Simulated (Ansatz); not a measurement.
Basis-set series for C2H6FNO2, SMILES `NC(O)(F)CO`. Total charge 0; spin multiplicity 1. The structure was optimised at the PBE0-D4/def2-TZVP level. It is one conformer, not always the lowest.

```json
{"functional": "PBE0-D4", "basis": "def2-SVP", "functions": "114", "energy (Eh)": "-384.18422", "HOMO (eV)": "-7.51", "LUMO (eV)": "1.56"}
{"functional": "PBE0-D4", "basis": "def2-TZVPP", "functions": "270", "energy (Eh)": "-384.64131", "HOMO (eV)": "-7.77", "LUMO (eV)": "0.81"}
{"functional": "ωB97M-V", "basis": "def2-SVP", "functions": "114", "energy (Eh)": "-384.45195", "HOMO (eV)": "-9.91", "LUMO (eV)": "3.20"}
{"functional": "ωB97M-V", "basis": "def2-TZVPP", "functions": "270", "energy (Eh)": "-384.92209", "HOMO (eV)": "-10.19", "LUMO (eV)": "2.22"}
```

(1) Give the rows for def2-QZVPP. (Estimate.)

Results:

(1) Computed: 
```
functional       basis  functions  energy (Eh)  HOMO (eV)  LUMO (eV)
   PBE0-D4  def2-QZVPP        522   -384.66231      -7.84       0.41
   ωB97M-V  def2-QZVPP        522   -384.94220     -10.25       1.61
```

Positive LUMOs are unbound and depend on the basis.
